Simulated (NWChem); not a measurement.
Program: NWChem. System: acetic acid (C₂H₄O₂), charge 0, spin multiplicity 1, at a geometry optimised with PBE0/def2-SVP. Level: constrained PBE0/def2-SVP.

Job file:

```
start mol
memory heap 200 mb stack 900 mb global 1100 mb
geometry units angstroms nocenter noautoz noautosym
  C      1.347984     0.350530     0.000000
  C     -0.070326    -0.135870     0.000000
  O     -0.945092     0.882949     0.000000
  O     -0.420354    -1.285547     0.000000
  H      2.030556    -0.505798     0.000000
  H      1.527377     0.978546    -0.884812
  H      1.527377     0.978546     0.884812
  H     -1.827694     0.481531     0.000000
end
basis spherical
  * library def2-svp
end
dft
  xc pbe0
  semidirect memsize 60000000 filesize 0
  iterations 100
  convergence nolevelshifting
  cdft 4 4 charge -0.3 pop becke
end
task dft energy
```

Output (cleaned and shortened):

```
             Northwest Computational Chemistry Package (NWChem) 7.3.0
             --------------------------------------------------------

                                NWChem Input Module
                                -------------------

 Scaling coordinates for geometry "geometry" by  1.889725989
 (inverse scale =  0.529177249)

                             Geometry "geometry" -> ""
                             -------------------------

 Output coordinates in angstroms (scale by  1.889725989 to convert to a.u.)

  No.       Tag          Charge          X              Y              Z
 ---- ---------------- ---------- -------------- -------------- --------------
    1 C                    6.0000     1.34798400     0.35053000     0.00000000
    2 C                    6.0000    -0.07032600    -0.13587000     0.00000000
    3 O                    8.0000    -0.94509200     0.88294900     0.00000000
    4 O                    8.0000    -0.42035400    -1.28554700     0.00000000
    5 H                    1.0000     2.03055600    -0.50579800     0.00000000
    6 H                    1.0000     1.52737700     0.97854600    -0.88481200
    7 H                    1.0000     1.52737700     0.97854600     0.88481200
    8 H                    1.0000    -1.82769400     0.48153100     0.00000000

 Effective nuclear repulsion energy (a.u.)     121.5409525164

            Nuclear Dipole moment (a.u.)
            ----------------------------
        X                 Y               Z
 ---------------- ---------------- ----------------
    -0.0000075589     0.0000018897     0.0000000000


 Summary of "ao basis" -> "" (spherical)
 ------------------------------------------------------------------------------
       Tag                 Description            Shells   Functions and Types
 ---------------- ------------------------------  ------  ---------------------
 *                          def2-svp                  on all atoms

                                 NWChem DFT Module
                                 -----------------

 Summary of "ao basis" -> "ao basis" (spherical)
 ------------------------------------------------------------------------------
       Tag                 Description            Shells   Functions and Types
 ---------------- ------------------------------  ------  ---------------------
 C                          def2-svp                 6       14   3s2p1d
 O                          def2-svp                 6       14   3s2p1d
 H                          def2-svp                 3        5   2s1p

 Summary of "ao basis" -> "ao basis" (spherical)
 ------------------------------------------------------------------------------
       Tag                 Description            Shells   Functions and Types
 ---------------- ------------------------------  ------  ---------------------
 C                          def2-svp                 6       14   3s2p1d
 O                          def2-svp                 6       14   3s2p1d
 H                          def2-svp                 3        5   2s1p

            General Information
            -------------------
          SCF calculation type: DFT
          Wavefunction type:  closed shell.
          No. of atoms     :     8
          No. of electrons :    32
           Alpha electrons :    16
            Beta electrons :    16
          Charge           :     0
          Spin multiplicity:     1
          Use of symmetry is: off; symmetry adaption is: off
          Maximum number of iterations: 100
[...]
                       ------------------------------------

 Vector   14  Occ=2.000000D+00  E=-4.000608D-01
              MO Center= -3.5D-01, -6.7D-02, -2.3D-08, r^2= 2.4D+00
   Bfn.  Coefficient  Atom+Function         Bfn.  Coefficient  Atom+Function
  ----- ------------  ---------------      ----- ------------  ---------------
    47      0.353928  4 O  py                33      0.329509  3 O  py
    19     -0.271838  2 C  py                 4      0.217438  1 C  px
    31      0.210900  3 O  s                 36      0.209981  3 O  py
    50      0.201774  4 O  py                72     -0.193257  8 H  s
    18     -0.164364  2 C  px                32      0.151593  3 O  px

 Vector   15  Occ=2.000000D+00  E=-3.250215D-01
              MO Center= -6.0D-01, -2.6D-01,  3.4D-10, r^2= 1.8D+00
   Bfn.  Coefficient  Atom+Function         Bfn.  Coefficient  Atom+Function
  ----- ------------  ---------------      ----- ------------  ---------------
    48     -0.452739  4 O  pz                34      0.437241  3 O  pz
    37      0.346098  3 O  pz                51     -0.317742  4 O  pz
    20     -0.164635  2 C  pz                23     -0.084796  2 C  pz
    63     -0.061912  6 H  s                 68      0.061912  7 H  s
    25      0.048381  2 C  d -1              62     -0.046907  6 H  s

 Vector   16  Occ=2.000000D+00  E=-2.772123D-01
              MO Center= -3.0D-01, -8.3D-01, -7.1D-10, r^2= 1.6D+00
   Bfn.  Coefficient  Atom+Function         Bfn.  Coefficient  Atom+Function
  ----- ------------  ---------------      ----- ------------  ---------------
    46      0.559737  4 O  px                49      0.385780  4 O  px
    33     -0.233635  3 O  py                 3     -0.227670  1 C  s
    36     -0.188351  3 O  py                47     -0.163463  4 O  py
     4      0.153606  1 C  px                31      0.144399  3 O  s
    21      0.126053  2 C  px                 5      0.120225  1 C  py

 Vector   17  Occ=0.000000D+00  E= 2.610823D-02
              MO Center=  3.3D-02, -1.9D-01,  9.2D-10, r^2= 2.2D+00
   Bfn.  Coefficient  Atom+Function         Bfn.  Coefficient  Atom+Function
  ----- ------------  ---------------      ----- ------------  ---------------
    20      0.551729  2 C  pz                23      0.507412  2 C  pz
    63      0.432474  6 H  s                 68     -0.432474  7 H  s
    51     -0.416833  4 O  pz                48     -0.391388  4 O  pz
     9      0.246877  1 C  pz                37     -0.239844  3 O  pz
    34     -0.222833  3 O  pz                62      0.157646  6 H  s

 Vector   18  Occ=0.000000D+00  E= 6.930324D-02
              MO Center= -6.9D-01,  4.5D-01,  3.1D-10, r^2= 6.2D+00
   Bfn.  Coefficient  Atom+Function         Bfn.  Coefficient  Atom+Function
  ----- ------------  ---------------      ----- ------------  ---------------
     3      1.976455  1 C  s                 73     -1.107360  8 H  s
    58     -0.752961  5 H  s                 63     -0.700856  6 H  s
    68     -0.700856  7 H  s                 31      0.638003  3 O  s
    17     -0.560533  2 C  s                 21     -0.326980  2 C  px
    35     -0.277090  3 O  px                32     -0.177389  3 O  px

 Vector   19  Occ=0.000000D+00  E= 9.579656D-02
              MO Center=  4.0D-01,  7.6D-01, -1.6D-09, r^2= 6.6D+00
   Bfn.  Coefficient  Atom+Function         Bfn.  Coefficient  Atom+Function
  ----- ------------  ---------------      ----- ------------  ---------------
     3      2.104544  1 C  s                 63     -1.189776  6 H  s
    68     -1.189776  7 H  s                 73      0.878234  8 H  s
    17     -0.575542  2 C  s                 58     -0.524022  5 H  s
     8      0.453705  1 C  py                35      0.287821  3 O  px
    31     -0.254247  3 O  s                  7      0.236877  1 C  px

     ---------------------------------------------
      Total Density - Mulliken Population Analysis
     ---------------------------------------------

    Atom       Charge   Shell Charges
 -----------   ------   -------------------------------------------------------
    1 C    6     6.08   1.99  0.90  0.14  2.14  0.89  0.02
    2 C    6     5.92   1.99  0.95  0.15  1.99  0.71  0.14
    3 O    8     8.22   1.99  1.09  0.62  2.88  1.63  0.01
    4 O    8     8.19   1.99  1.10  0.66  2.81  1.61  0.02
    5 H    1     0.93   0.73  0.17  0.02
    6 H    1     0.92   0.73  0.17  0.02
    7 H    1     0.92   0.73  0.17  0.02
    8 H    1     0.82   0.67  0.07  0.07

     -------------------------------------------
      Total Density - Lowdin Population Analysis
     -------------------------------------------

    Atom       Charge   Shell Charges
 -----------   ------   -------------------------------------------------------
    1 C    6     6.10   1.96  0.58  0.31  1.92  1.26  0.07
    2 C    6     5.95   1.96  0.61  0.28  1.81  0.99  0.30
    3 O    8     8.06   1.97  0.89  0.57  2.71  1.88  0.03
    4 O    8     8.14   1.97  0.93  0.64  2.68  1.89  0.03
    5 H    1     0.95   0.63  0.26  0.07
    6 H    1     0.95   0.62  0.25  0.07
    7 H    1     0.95   0.62  0.25  0.07
    8 H    1     0.91   0.55  0.18  0.18

 center of mass
 --------------
 x =  -0.10154279 y =  -0.06031298 z =   0.00000000

 moments of inertia (a.u.)
 ------------------
         159.047313533501          -7.386889642075           0.000000000000
          -7.386889642075         187.859431982505           0.000000000000
           0.000000000000           0.000000000000         335.636203611587

     Multipole analysis of the density
     ---------------------------------

     L   x y z        total         alpha         beta         nuclear
     -   - - -        -----         -----         ----         -------
     0   0 0 0     -0.000000    -16.000000    -16.000000     32.000000

     1   1 0 0      0.070431      0.035219      0.035219     -0.000008
     1   0 1 0      0.514964      0.257481      0.257481      0.000002
     1   0 0 1     -0.000000     -0.000000     -0.000000      0.000000

     2   2 0 0    -13.839657    -63.379417    -63.379417    112.919177
     2   1 1 0     -0.246930     -3.019229     -3.019229      5.791528
     2   1 0 1      0.000000      0.000000      0.000000      0.000000
     2   0 2 0    -20.792873    -50.943444    -50.943444     81.094014
     2   0 1 1      0.000000      0.000000      0.000000      0.000000
     2   0 0 2    -16.923238    -11.257378    -11.257378      5.591517

 Task  times  cpu:        6.4s     wall:        6.4s

 Total times  cpu:        6.5s     wall:        6.5s
```
